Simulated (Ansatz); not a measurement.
A-type hexagonal La2O3, treated with r²SCAN (PAW; Ansatz, a quantum-chemistry and plane-wave program).

Numerical settings: plane-wave cutoff 600 eV, 6×6×4 k mesh (along the axes of the cell as run), finite displacements, scalar-relativistic PAW data made under PBE.

Cell (measured lattice):

```
La2O3
1.0
    3.93400     0.00000     0.00000
   -1.96700     3.40694     0.00000
    0.00000     0.00000     6.13000
La O
2 3
Direct
  0.33333   0.66667   0.24618
  0.66667   0.33333   0.75382
  0.00000   0.00000   0.00000
  0.33333   0.66667   0.64604
  0.66667   0.33333   0.35396
```

**Question.** Estimate the high-frequency dielectric constant (mean over three axes) and dielectric constant ε0 (ions relaxed) (mean over three axes) that the calculation returns.

**Answer.** 
- high-frequency dielectric constant (mean over three axes) = 4.45
- dielectric constant ε0 (ions relaxed) (mean over three axes) = 26.1

Note: the cell isn't this level's own, so it is under some stress, which shifts stiffness and frequencies.

Spin–orbit coupling is not included.
